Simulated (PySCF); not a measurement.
Compound: 2-butanone, C4H8O.
Atom-mapped SMILES: `[CH3:1][CH2:2][C:3]([CH3:4])=[O:5]` (hydrogens: H6, H7, H8 on C1; H9, H10 on C2; H11, H12, H13 on C4)

Structure used (PBE0-D3(BJ)/def2-TZVP), in Å, numbered top down from 1:
```xyz
13
C4H8O angstrom
C     -1.9016   -0.0299   -0.2050
C     -0.4431    0.2354   -0.5081
C      0.4976   -0.1843    0.5977
C      1.9689   -0.0556    0.3014
O      0.0965   -0.6067    1.6536
H     -2.5348    0.3017   -1.0296
H     -2.0789   -1.0936   -0.0384
H     -2.2101    0.4927    0.7013
H     -0.2644    1.3026   -0.6915
H     -0.1230   -0.2654   -1.4299
H      2.1981    0.9137   -0.1484
H      2.5471   -0.1950    1.2131
H      2.2568   -0.8213   -0.4251
```

Linear response at PBE0/aug-cc-pVTZ (PySCF, frozen core in the response, non-relativistic). The structure is a single PBE0-D3(BJ)/def2-TZVP conformer in the gas phase; no vibrational or solvent corrections.

Static isotropic polarisability: 53.88 au (7.98 Å³), principal values 43.9, 55.6, 62.2 au.

Task: What is the polarisability at 1064 nm and at the sodium D line?

Result: 54.27 au at 1064 nm (+0.7 %), 55.17 au at 589.3 nm (+2.4 %). The rise at 589.3 nm is 3.35 times that at 1064 nm; a pure ω² law gives 3.26. The lowest singlet lies at 274 nm, shorter than both wavelengths.

Task: What is the isotropic C6 coefficient between two such molecules, C6 = (3/π)∫α(iω)² dω?

Result: 1288 au (Eh·bohr⁶) by a ten-point quadrature over imaginary frequencies, which is 770 eV·Å⁶ or 74.3 J·nm⁶/mol.

Task: Which effective excitation energy ω̄ makes London's formula C6 = (3/4)α²ω̄ exact here?

Result: ω̄ = 4·C6/(3α²) = 0.592 Eh = 16.1 eV. A one-pole form α(ω) = α/(1 − ω²/ω̄²) fitted to the 1064 nm value gives 13.8 eV.

Task: How anisotropic is the static polarisability, by Δα² = ½[(α1 − α2)² + (α2 − α3)² + (α3 − α1)²]?

Result: Δα = 16.1 au, or 0.30 of the isotropic value.

Task: The lowest 10 singlets have (eV, f): 4.52, 0.000; 6.01, 0.015; 6.69, 0.008; 6.86, 0.000; 6.93, 0.008; 7.37, 0.005; 7.50, 0.026; 7.59, 0.006; 7.83, 0.001; 7.99, 0.004. What share of the static polarisability do they carry in the sum over states α = Σ f/ω²?

Result: 1.12 au, 2.1 % of α; the largest term, 0.35 au, is that of the state at 7.50 eV. Their oscillator strengths add up to 0.07. Higher states carry the rest.

Task: How many electrons N does the Slater–Kirkwood formula C6 = (3/4)·√N·α^(3/2) need to give this C6?

Result: N = (4·C6/3)²/α³ = 18.9; the species has 40 electrons in all.

Task: What does −C6/R⁶ come to at R = 10 Å between centres?

Result: -74 J/mol. This is the leading, orientation-averaged term; C8 and higher terms are left out.
